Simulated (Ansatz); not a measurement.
Input file:

```yaml
crystal:
  periodic: [false, false, false]
  atoms:
    - {symbol: Be, position_ang: [0.000000, -0.064014, 1.914191]}
    - {symbol: Mg, position_ang: [0.000000, -0.036767, -0.656886]}
    - {symbol: H, position_ang: [0.000000, 1.049072, 1.031751]}
    - {symbol: H, position_ang: [0.000000, 0.409865, -2.307047]}
basis:
  gaussian: {orbitals: 6-31G}
magnetization: {spin_polarized: false, initial_magnetization: 2}
correlation: {method: fci, electrons: outside_noble_gas}
```

```sh
$ ansatz run in.yaml --threads 1 --pin off --events-out ev --progress --plain --max-ram 2393MiB
```

The program prints:

```
559 factors; integrals over basis functions are off by at most 1.9e-7 eV
mean field evaluation 1: about -5856.1506 eV, gradient 8.1e0 eV
mean field evaluation 2: about -5856.1815 eV, gradient 8.1e0 eV
mean field evaluation 4: about -5857.9640 eV, gradient 1.2e0 eV
mean field evaluation 8: about -5858.0023 eV, gradient 1.2e-3 eV
mean field evaluation 16: about -5857.0007 eV, gradient 5.2e-3 eV
mean field evaluation 32: about -5857.9203 eV, gradient 8.2e-1 eV
mean field -5858.00230553 eV, -215.2776140317 hartree, gradient 6.0e-6 eV, S^2 2.000000; 6 other end points of the search recorded, 0 dependent functions left out
mean field evaluation 64: about -5857.4709 eV, gradient 2.0e0 eV
determinant -5858.00230553 eV, -215.2776140317 hartree, with singles and doubles -5859.40158469 eV, -215.3290365924 hartree
determinant -5857.00072407 eV, -215.2408065919 hartree, with singles and doubles -5858.49414055 eV, -215.2956886354 hartree
6 core orbitals not correlated: weight in the atoms' cores, before any rotation towards them, 1.000 or more for the frozen orbitals, at most 0.000 for the correlated occupied ones
reference -5858.00230553 eV, -215.2776140317 hartree; 4, 2 occupied and 16, 18 virtual orbitals, 559 factors
state -5859.44002449 eV, -215.3304492289 hartree
Total energy: -5859.44002449 eV, -215.3304492289 hartree
```

Natural occupations: 1.9612 1.9522 0.9917 0.9878 0.0371 0.0186 0.0128 0.0104 0.0091 0.0059 0.0039 0.0032 0.0023 0.0020 0.0007 0.0005 0.0003 0.0001 0.0001 0.0001.

Ran on 1 thread of Arm Neoverse V2, shared host: 2.7 s wall, 0.13 GiB peak host memory.
